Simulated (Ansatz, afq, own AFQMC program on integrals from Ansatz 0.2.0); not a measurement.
Two steps: Ansatz 0.2.0 writes the Fock matrix and Cholesky factors of the valence space, and afq projects on them the lowest state that overlaps trial and start.

```yaml
crystal:
  periodic: [false, false, false]
  atoms:
    - {symbol: Si, position_ang: [0.000000, 0.102016, -0.118697]}
    - {symbol: H, position_ang: [0.000000, -1.848049, -1.241753]}
    - {symbol: H, position_ang: [0.662496, -0.497281, 2.274580]}
    - {symbol: H, position_ang: [-0.662496, -0.497281, 2.274580]}
basis:
  gaussian: {orbitals: cc-pVDZ}
total_charge: 1
magnetization: {spin_polarized: true, initial_magnetization: 2}
correlation: {method: ccsd_t, electrons: outside_noble_gas, hamiltonian_folder: ham}
```

```sh
$ ansatz run in.yaml --threads 1 --pin off --events-out ev --progress --plain --max-ram 15360MiB --backend cuda --devices 0, --max-vram 18GiB
```

afq runs on the folder ham with

```
--method phaseless --trial cisd --walkers 4000 --populations 20 --least-time 60 --time-step 0.005 --steps-per-block 50 --equilibration-blocks 40 --max-blocks 4000 --target-error 0.00029 --factor-cut 1e-05 --start spin_pure --seed 2544 --release-times 0.24,0.51,0.99,1.62,2.4 --release-step 0.03 --release-every 3 --taylor-order 6
```

Times are imaginary, in 1/Eh. The walk had a cap of 122 s. With eight or more populations the least sampling time is a fifth of least-time, and the error comes from their spread.

```
orbitals 28  electrons 4 2  factors 180 of 316
reference energy -290.12722614 Eh
CCSD correlation -0.10720163 Eh in 15 cycles, weight of the determinant in the CISD state 0.8853
energy of the start -290.233861 Eh
 block  time / (1/Eh)  mean weight  energy / Eh
     1     0.250  0.9999  -290.233342
     2     0.500  1.0000  -290.233441
     3     0.750  0.9999  -290.233758
     4     1.000  1.0000  -290.234119
     5     1.250  0.9998  -290.234430
     7     1.750  1.0000  -290.235075
     9     2.250  0.9998  -290.235476
    11     2.750  0.9999  -290.235897
    15     3.750  0.9999  -290.236220
    19     4.750  1.0000  -290.236104
    23     5.750  1.0001  -290.236847
    27     6.750  1.0001  -290.236662
    31     7.750  1.0001  -290.236546
    35     8.750  0.9999  -290.236888
    39     9.750  0.9999  -290.236695
    43    10.750  0.9999  -290.236147
    47    11.750  0.9997  -290.236474
    51    12.750  0.9999  -290.236648
    55    13.750  0.9999  -290.236614
    59    14.750  1.0001  -290.236659
    63    15.750  1.0001  -290.236591
    67    16.750  1.0000  -290.236691
    71    17.750  1.0001  -290.236632
    75    18.750  0.9999  -290.236176
    79    19.750  1.0000  -290.236544
    83    20.750  1.0001  -290.236871
    87    21.750  1.0001  -290.237227
    89    22.250  1.0000  -290.239296
error from the spread of 20 populations
released: time / (1/Eh)  energy / Eh  error  mean overlap
  0.24  -290.236666  0.000067  1.0015
  0.51  -290.236709  0.000056  1.0006
  0.99  -290.236888  0.000062  0.9972
  1.62  -290.237167  0.000204  0.9967
  2.40  -290.237063  0.000037  0.9934
energy -290.236677 +/- 0.000087 Eh
(rows thinned)
```

Estimate how long the walk took on 1 × NVIDIA H100 80GB HBM3 with 2 threads of AMD EPYC 7R13 Processor (Zen 3) (shared host) (the card was shared).

55 s of wall time.

The run passed its tests (sampling time, drift between the halves within three errors, error under three times the target), which doesn't prove that it has relaxed.

Against this walk (error 2.4 meV) on the same determinant: CCSD(T) 10.5 meV higher, CCSDT(Q) 12.4 meV lower, CCSDTQ 13.0 meV lower, full CI 13.1 meV lower. The error is statistical and leaves out the bias of the constraint. The released energies have errors that jump between times, so the bars are unsure (meV from the phaseless value at times in 1/Eh: 0.3 ± 1.8 at 0.24, -0.8 ± 1.5 at 0.51, -5.7 ± 1.7 at 0.99, -13 ± 6 at 1.62, -10.5 ± 1.0 at 2.40), so they give no level; they do show a bias of the constraint, and the last of them that isn't too noisy lies 3 meV above full CI. Full CI is exact here, so the walk's 13 meV above it is the walk's own error: the bias of the constraint with this trial.

Cautions: constraint bias not in the error; lower spins were not checked; an unrestricted solution with more broken spin lies lower (16 meV, ⟨S²⟩ 2.17).

CCSDT and higher add their correlation energy to the determinant of the CCSD(T) run, since their own runs factorise the integrals more tightly (a shift of under 2 meV). A walk keeps the symmetry of its determinant, which the program's search chose and which needn't be the lowest solution, so a lower state of the same spin and another symmetry isn't excluded.
